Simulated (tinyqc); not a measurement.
Worked calculation: extended Hueckel theory, for H2O+. The parameters take no account of the charge, which enters only through the electron count. One step of it, computed by the program tinyqc.

Question. Orbitals. Solve H C = S C e through S^(-1/2); fill by pairs from the bottom, a degenerate level sharing its electrons equally; each orbital has its largest coefficient positive (the first on a tie).

H (eV), order 1O 2s, 1O 2px, 1O 2py, 1O 2pz, 2H 1s, 3H 1s:
$$\begin{pmatrix}
-32.300000 & 0.000000 & 0.000000 & 0.000000 & -20.856303 & -20.856303 \\
0.000000 & -14.800000 & 0.000000 & 0.000000 & 0.000000 & 0.000000 \\
0.000000 & 0.000000 & -14.800000 & 0.000000 & -8.900893 & 8.900893 \\
0.000000 & 0.000000 & 0.000000 & -14.800000 & -6.558553 & -6.558553 \\
-20.856303 & 0.000000 & -8.900893 & -6.558553 & -13.600000 & -5.748880 \\
-20.856303 & 0.000000 & 8.900893 & -6.558553 & -5.748880 & -13.600000
\end{pmatrix}$$

overlap S, order 1O 2s, 1O 2px, 1O 2py, 1O 2pz, 2H 1s, 3H 1s:
$$\begin{pmatrix}
1.000000 & 0.000000 & 0.000000 & 0.000000 & 0.454386 & 0.454386 \\
0.000000 & 1.000000 & 0.000000 & 0.000000 & 0.000000 & 0.000000 \\
0.000000 & 0.000000 & 1.000000 & 0.000000 & 0.313412 & -0.313412 \\
0.000000 & 0.000000 & 0.000000 & 1.000000 & 0.230935 & 0.230935 \\
0.454386 & 0.000000 & 0.313412 & 0.230935 & 1.000000 & 0.211356 \\
0.454386 & 0.000000 & -0.313412 & 0.230935 & 0.211356 & 1.000000
\end{pmatrix}$$

valence electrons = 7

Give: orbital energies; occupations; coefficients; sum of one-electron energies.

Answer.

orbital energies (eV): [-34.638, -18.073, -15.587, -14.800, 3.948, 17.148]

occupations: [2.000, 2.000, 2.000, 1.000, 0.000, 0.000]

coefficients, order 1O 2s, 1O 2px, 1O 2py, 1O 2pz, 2H 1s, 3H 1s:
$$\begin{pmatrix}
0.807 & 0.000 & -0.204 & 0.000 & 0.000 & 0.951 \\
0.000 & 0.000 & 0.000 & 1.000 & 0.000 & 0.000 \\
0.000 & 0.701 & 0.000 & 0.000 & 0.917 & 0.000 \\
-0.027 & 0.000 & 0.928 & 0.000 & 0.000 & 0.540 \\
0.184 & 0.354 & 0.124 & 0.000 & -0.848 & -0.821 \\
0.184 & -0.354 & 0.124 & 0.000 & 0.848 & -0.821
\end{pmatrix}$$

sum of one-electron energies = -151.397 eV
